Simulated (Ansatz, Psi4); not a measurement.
## Heat of formation of C2H4OS (thioacetic acid) from total energies

C2H4OS: 8 atoms, total charge 0, spin state singlet. As SMILES, `CC(=O)S`. Geometry: relaxed at PBE0-D4/def2-TZVP. This is one conformer, not always the lowest.

Total energies at HF/3-21G (Psi4 1.11); the atoms run unrestricted:

```tsv
species	state	energy (Eh)
C2H4OS	singlet	-547.617638
C	triplet	-37.481070
O	triplet	-74.393657
S	triplet	-395.551336
H	doublet	-0.496199
```

Harmonic wavenumbers at PBE0-D4/def2-TZVP, in cm⁻¹: 50, 318, 382, 454, 534, 636, 845, 1007, 1024, 1147, 1378, 1454, 1467, 1821, 2718, 3063, 3140, 3173.

Measured heats of formation of the gaseous atoms at 298.15 K, in kJ/mol: C 716.9, O 249.2, S 277.0, H 218.0. Spin-orbit lowering of the atoms at 298 K (mean of the ground term's levels less their thermal mean, from spectra), in kJ/mol: C 0.02, O 0.40, S 1.88. Take 1 Eh = 2625.50 kJ/mol, 1 cm⁻¹ = 0.0119627 kJ/mol, RT = 2.479 kJ/mol.

Problem. Work out the heat of formation of the gas at 298 K.

Solution. 
1. Electronic atomisation energy: 2 × (-37.481070) + (-74.393657) + (-395.551336) + 4 × (-0.496199) − (-547.617638) = 0.725709 Eh = 1905.3 kJ/mol.
2. Zero-point energy: half the sum of the wavenumbers, 12305.5 cm⁻¹ = 147.2 kJ/mol.
3. Thermal vibrational enthalpy, Σ hcν̃/(exp(hcν̃/kT) − 1): 6.1 kJ/mol. Translation, rotation and pV of a non-linear molecule: 4 RT = 9.9 kJ/mol.
4. The 8 free atoms carry 5/2 RT each: 49.6 kJ/mol.
5. Spin-orbit coupling lowers the free atoms by 2 × 0.02 + 0.40 + 1.88 = 2.3 kJ/mol.
6. Atomisation enthalpy at 298 K: 1905.3 − 2.3 − 147.2 − 6.1 − 9.9 + 49.6 = 1789.4 kJ/mol.
7. Sum of the atoms' heats of formation: 2832.0 kJ/mol. Heat of formation: 2832.0 − 1789.4 = +1042.6 kJ/mol.

The tabulated value is -175.1 kJ/mol (CRC Handbook of Chemistry and Physics), so this level is off by +1217.7 kJ/mol, or 40.5 % of the atomisation enthalpy that the table implies (3007.1 kJ/mol). Hartree–Fock leaves out correlation, which is larger in the molecule than in the atoms, so it underbinds and puts the heat of formation too high. A basis without polarisation functions underbinds badly. Anharmonicity and any spin-orbit splitting of the molecule are left out.
